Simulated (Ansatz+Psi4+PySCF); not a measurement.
```xyz
3

O     0.1193    0.0000    0.0000
H    -0.4832    0.7711    0.0000
H    -0.4770   -0.7632    0.0000
```

Basis set: cc-pVTZ (spherical functions). Correlated methods keep 1 orbital frozen. Charge 0, multiplicity 1.

Computed with Ansatz (development build ahead of 0.2.0) and Psi4 1.11; each method stands on the lowest determinant of its kind that the runs found. Restricted open shells among the atoms or ions are ROHF, correlated in semicanonical orbitals with singles.

(1) Give the vertical ionization energy (product with multiplicity 2 at the same shape, open shells in the same class of orbitals) of singlet H2O by RHF-MP2, RHF.

Results:

(1)

```csv
method,ionization energy
RHF-MP2,12.60 eV
RHF,10.99 eV
```
